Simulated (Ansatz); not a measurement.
Rock-salt MgS, treated with Hartree–Fock (PAW; Ansatz, an electronic-structure program).

Settings: plane-wave cutoff 460 eV, 8×8×8 k mesh, Fermi–Dirac smearing 0.01 eV, scalar-relativistic PAW data made under PBE.

The cell has the measured lattice: a = b = c = 5.203 Å, α = β = γ = 90.00°.

**Question.** Give the computed band gap, smallest direct gap on the k points sampled and width of the whole s-p valence band.

**Answer.** 
- band gap = 10.33 eV (on the SCF k mesh) (indirect)
- smallest direct gap on the k points sampled = 11.74 eV
- width of the whole s-p valence band = 17.78 eV

Note: cell and atoms aren't relaxed at this level (pressure 3.9 GPa).

The computed numbers hold no vibrational or temperature effects.
